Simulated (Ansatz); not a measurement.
**BPNH+ (doublet): wave-function methods side by side, def2-QZVPP**

An exercise on one series of results from a longer session: the logs are not shown, and one member is left open.

Method: def2-QZVPP, core rule «outside noble gas», up to 7 orbitals frozen; program: Ansatz 0.2.0, Gaussian basis.

Plan: UHF; ROHF; CCSD(T) on UHF.

2 further runs of the same task are left out: 2 set aside as unsound or not needed.

**The geometry**

The geometry is a PBE0/def2-TZVP stationary point (not a proven minimum) of the parent state, kept for this charge and spin.

4 atoms, charge 1, spin multiplicity 2.

Atoms are counted from 1 here; the program's logs count them from 0.

Bond lengths: N1–B2 1.292 Å, B2–P3 1.785 Å, P3–H4 1.426 Å. Angles: N1–B2–P3 175.7°, B2–P3–H4 94.3°.

Set-up of the first run:

File in.yaml:

```yaml
crystal:
  periodic: [false, false, false]
  atoms:
    - {symbol: N, position_ang: [0.000000, 0.028828, 1.979821]}
    - {symbol: B, position_ang: [0.000000, 0.042707, 0.687998]}
    - {symbol: P, position_ang: [0.000000, -0.071577, -1.093449]}
    - {symbol: H, position_ang: [0.000000, 1.340864, -1.290216]}
basis:
  gaussian: {orbitals: "def2-QZVPP.json"}
total_charge: 1
magnetization: {spin_polarized: true, initial_magnetization: 1}
hamiltonian: {xc: hf}
output: {orbitals: {seedname: orbitals}}
```

The run is started by

```bash
ansatz run in.yaml --threads 1 --pin off --events-out ev --progress --plain --max-ram 2393MiB
```

Steps of the session up to this table: UHF; ROHF; CCSD(T) on UHF.

One of the session's tables, all rows but one given; the rest of the session is left out.

It belongs to the step «Misses and costs». 

```
  method  from UCCSD(T) (meV)
    ROHF                    ?
     UHF             +10973.4
    UMP2              +1871.6
   UCCSD               +577.1
UCCSD(T)                    0
```

**Question.** Estimate the row for ROHF.

**Answer.** from UCCSD(T) (meV): +12215.4. In the column «from UCCSD(T) (meV)» it is the highest.

Caveats from the session: The determinant is far from a pure spin state, so its energy mixes those of several spin states (harmless only where they are near-degenerate, as at dissociation).
